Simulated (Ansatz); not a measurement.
The inner images of a band of BH3O + H2S (8 atoms, charge 0, multiplicity 1) are given out of order.

These are results of RKS PBE-D4/def2-mTZVP (Ansatz 0.2.0), not measurements.

First end point:

```xyz
8
Properties=species:S:1:pos:R:3
B 0.016 -0.226 0.302
O -0.490 -0.961 1.346
H -1.452 -1.096 1.267
H 1.211 -0.080 0.293
H -0.680 0.086 -0.632
S -0.191 2.454 1.370
H 0.908 2.843 0.664
H 0.570 2.007 2.409
```

Last end point:

```xyz
8
Properties=species:S:1:pos:R:3
B 0.093 0.470 0.218
O -0.206 -0.257 1.780
H -1.042 -0.763 1.704
H 1.196 0.082 -0.052
H -0.835 0.063 -0.437
S -0.083 2.310 0.578
H 1.209 2.566 0.937
H -0.439 0.557 2.292
```

Problem. Put them in order from the first end to the last, with their energies above the first end.
A.
```xyz
8
Properties=species:S:1:pos:R:3
B 0.083 -0.196 0.225
O -0.286 -0.765 1.422
H -1.243 -0.945 1.462
H 1.262 -0.023 0.068
H -0.719 -0.050 -0.662
S -0.111 2.566 1.049
H 1.237 2.546 1.242
H -0.331 1.897 2.215
```
B.
```xyz
8
Properties=species:S:1:pos:R:3
B 0.128 0.224 0.275
O -0.267 -0.280 1.677
H -1.160 -0.674 1.651
H 1.292 0.047 0.038
H -0.692 -0.008 -0.575
S -0.122 2.223 0.813
H 1.138 2.413 1.297
H -0.423 1.084 1.844
```
C.
```xyz
8
Properties=species:S:1:pos:R:3
B 0.117 0.381 0.213
O -0.221 -0.203 1.752
H -1.079 -0.677 1.732
H 1.244 0.057 -0.039
H -0.770 -0.002 -0.509
S -0.106 2.254 0.658
H 1.138 2.453 1.181
H -0.431 0.764 2.032
```
D.
```xyz
8
Properties=species:S:1:pos:R:3
B 0.134 -0.051 0.276
O -0.284 -0.552 1.513
H -1.240 -0.740 1.526
H 1.323 0.026 0.122
H -0.635 -0.009 -0.650
S -0.113 2.404 0.936
H 1.172 2.434 1.383
H -0.464 1.516 1.915
```
E.
```xyz
8
Properties=species:S:1:pos:R:3
B 0.022 -0.223 0.246
O -0.381 -0.882 1.380
H -1.341 -1.052 1.385
H 1.206 -0.045 0.132
H -0.755 0.004 -0.648
S -0.160 2.536 1.210
H 1.155 2.726 0.909
H 0.146 1.963 2.407
```

Solution. E (+0.1 kcal/mol), A (+0.3 kcal/mol), D (+3.4 kcal/mol), B (+14.8 kcal/mol), C (+5.0 kcal/mol).

The run took 2.6 min on 1 thread of Arm Neoverse V1, on a shared host, peak memory 0.13 GiB.
